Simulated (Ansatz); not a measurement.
## [H···H···O], triplet along the distance H1-H2

Starting geometry:

```xyz
3

H     0.0000    0.0000   -0.9037
H     0.0000    0.0000   -0.1587
O     0.0000    0.0000    1.0623
```

From there H2 is moved from one fragment to the other while all else, the fragments' distance too, stays fixed; atoms are numbered as listed. Energies are in kcal/mol, counted from the starting geometry at the same level. Kohn–Sham curves are unrestricted where that lies lower.

Basis cc-pVDZ; Ansatz 0.2.0. Only valence electrons are correlated (noble-gas cores frozen).

Full CI is exact within this basis and frozen core; it isn't the basis-set limit.

```csv
distance H1-H2 (Å),wB97M-V
0.693,2.8
0.745,0.0
0.778,-1.0
0.811,-1.6
0.844,-1.9
0.877,-2.1
0.910,-2.0
0.943,-1.7
0.976,-0.9
```

Estimate the full CI curve in cc-pVDZ from this one, knowing how wB97M-V errs.

The computed full CI values, in kcal/mol from the starting point, and the error of wB97M-V against them:
```csv
distance H1-H2 (Å),full CI,wB97M-V less full CI
0.693,2.1,0.8
0.745,0.0,0.0
0.778,-0.6,-0.4
0.811,-0.9,-0.6
0.844,-1.2,-0.8
0.877,-1.3,-0.7
0.910,-1.5,-0.6
0.943,-1.4,-0.3
0.976,-0.9,0.0
```

The error spans 1.5 kcal/mol and is largest, -0.8 kcal/mol, at 0.844 Å.

In so small a basis the reference is far from its limit while semilocal and hybrid functionals are nearer theirs, so the functionals' errors here hold much of the reference's basis and frozen-core error, which can add to them or hide them.
